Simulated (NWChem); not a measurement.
The numbers come from NWChem runs, not from measurements. System: C2H7N, charge 0, spin multiplicity 1, displaced from the optimised geometry. Level: B3LYP/def2-TZVP, VWN1-RPA local correlation.

Part of the output:

```
             Northwest Computational Chemistry Package (NWChem) 7.3.0
             --------------------------------------------------------

                                NWChem Input Module
                                -------------------

 Scaling coordinates for geometry "geometry" by  1.889725989
 (inverse scale =  0.529177249)

                             Geometry "geometry" -> ""
                             -------------------------

 Output coordinates in angstroms (scale by  1.889725989 to convert to a.u.)

  No.       Tag          Charge          X              Y              Z
 ---- ---------------- ---------- -------------- -------------- --------------
    1 C                    6.0000     1.21474700     0.45411700     0.01427900
    2 C                    6.0000     0.04025900    -0.56196400    -0.10038600
    3 N                    7.0000    -1.27511900     0.13672000    -0.00581800
    4 H                    1.0000     2.21626700    -0.05512300    -0.11473500
    5 H                    1.0000     1.11495100     1.26443400    -0.76810000
    6 H                    1.0000     1.22018800     0.95868200     1.02926100
    7 H                    1.0000     0.19673500    -1.39357400     0.67095400
    8 H                    1.0000     0.08959500    -1.07256100    -1.11254400
    9 H                    1.0000    -2.05666100    -0.55572400    -0.10347800
   10 H                    1.0000    -1.38528100     0.54390200     0.95600700

 Effective nuclear repulsion energy (a.u.)      80.7626319980

            Nuclear Dipole moment (a.u.)
            ----------------------------
        X                 Y               Z
 ---------------- ---------------- ----------------
    -0.0000056692    -0.0000113384    -0.0000056692


 Summary of "ao basis" -> "" (spherical)
 ------------------------------------------------------------------------------
       Tag                 Description            Shells   Functions and Types
 ---------------- ------------------------------  ------  ---------------------
 *                         def2-tzvp                  on all atoms

                                 NWChem DFT Module
                                 -----------------

 Summary of "ao basis" -> "ao basis" (spherical)
 ------------------------------------------------------------------------------
       Tag                 Description            Shells   Functions and Types
 ---------------- ------------------------------  ------  ---------------------
[...]
     2   0 0 2    -15.430811    -15.459320    -15.459320     15.487830

            General Information
            -------------------
          SCF calculation type: DFT
          Wavefunction type:  closed shell.
          No. of atoms     :    10
          No. of electrons :    26
           Alpha electrons :    13
            Beta electrons :    13
          Charge           :     0
          Spin multiplicity:     1
          Use of symmetry is: off; symmetry adaption is: off
          Maximum number of iterations: 100
          This is a Direct SCF calculation.
          AO basis - number of functions:   135
                     number of shells:    61
          Convergence on energy requested:  1.00D-06
          Convergence on density requested:  1.00D-05
          Convergence on gradient requested:  5.00D-04

              XC Information
              --------------
                         B3LYP Method XC Potential
                     Hartree-Fock (Exact) Exchange  0.200
                        Slater Exchange Functional  0.800 local
                    Becke 1988 Exchange Functional  0.720 non-local
              Lee-Yang-Parr Correlation Functional  0.810
                  VWN I RPA Correlation Functional  0.190 local

             Grid Information
             ----------------
          Grid used for XC integration:  medium
          Radial quadrature: Mura-Knowles
          Angular quadrature: Lebedev.
          Tag              B.-S. Rad. Rad. Pts. Rad. Cut. Ang. Pts.
          ---              ---------- --------- --------- ---------
          C                   0.70       49          10.0       434
          N                   0.65       49          10.0       434
          H                   0.35       45          11.0       434
          Grid pruning is: on
          Number of quadrature shells:   462
          Spatial weights used:  Erf1

          Convergence Information
          -----------------------
          Convergence aids based upon iterative change in
          total energy or number of iterations.
          Levelshifting, if invoked, occurs when the
          HOMO/LUMO gap drops below (HL_TOL):  1.00D-02
          DIIS, if invoked, will attempt to extrapolate
          using up to (NFOCK): 10 stored Fock matrices.

                    Damping( 0%)  Levelshifting(0.5)       DIIS
                  --------------- ------------------- ---------------
          dE  on:    start            ASAP                start
          dE off:    2 iters        100 iters           100 iters

      Screening Tolerance Information
      -------------------------------
          Density screening/tol_rho:  1.00D-10
          AO Gaussian exp screening on grid/accAOfunc:  14
          CD Gaussian exp screening on grid/accCDfunc:  20
          XC Gaussian exp screening on grid/accXCfunc:  20
          Schwarz screening/accCoul:  1.00D-08

                            NWChem DFT Gradient Module
                            --------------------------

  charge          =   0.00
  wavefunction    = closed shell

                         DFT ENERGY GRADIENTS

    atom               coordinates                        gradient
                 x          y          z           x          y          z
   1 C       2.295539   0.858157   0.026983   -0.003172  -0.006543  -0.001103
   2 C       0.076078  -1.061958  -0.189702   -0.007317   0.010884   0.003586
   3 N      -2.409626   0.258363  -0.010994    0.006577   0.013957  -0.020203
   4 H       4.188137  -0.104167  -0.216818    0.021058  -0.009460  -0.002258
   5 H       2.106952   2.389434  -1.451499   -0.002067   0.017036  -0.015770
   6 H       2.305821   1.811646   1.945021    0.000608   0.010601   0.020379
   7 H       0.371775  -2.633473   1.267919    0.005114  -0.018592   0.015050
   8 H       0.169310  -2.026846  -2.102403    0.002075  -0.011817  -0.020645
   9 H      -3.886526  -1.050166  -0.195545   -0.019523  -0.015944  -0.002179
  10 H      -2.617802   1.027826   1.806591   -0.003354   0.009879   0.023143

                 ----------------------------------------
                 |  Time  |  1-e(secs)   |  2-e(secs)   |
                 ----------------------------------------
                 |  CPU   |       0.01   |       5.51   |
                 ----------------------------------------
                 |  WALL  |       0.01   |       5.51   |
                 ----------------------------------------

 Task  times  cpu:       21.6s     wall:       21.6s

 Total times  cpu:       21.6s     wall:       21.6s
```

### Question
Write an NWChem input that would produce this output.

### Answer
One answer among several that fit: 
```
start mol
memory heap 200 mb stack 900 mb global 1100 mb
geometry units angstroms nocenter noautoz noautosym
  C      1.214747     0.454117     0.014279
  C      0.040259    -0.561964    -0.100386
  N     -1.275119     0.136720    -0.005818
  H      2.216267    -0.055123    -0.114735
  H      1.114951     1.264434    -0.768100
  H      1.220188     0.958682     1.029261
  H      0.196735    -1.393574     0.670954
  H      0.089595    -1.072561    -1.112544
  H     -2.056661    -0.555724    -0.103478
  H     -1.385281     0.543902     0.956007
end
basis spherical
  * library def2-tzvp
end
dft
  xc b3lyp
  iterations 100
  direct
end
task dft gradient
```
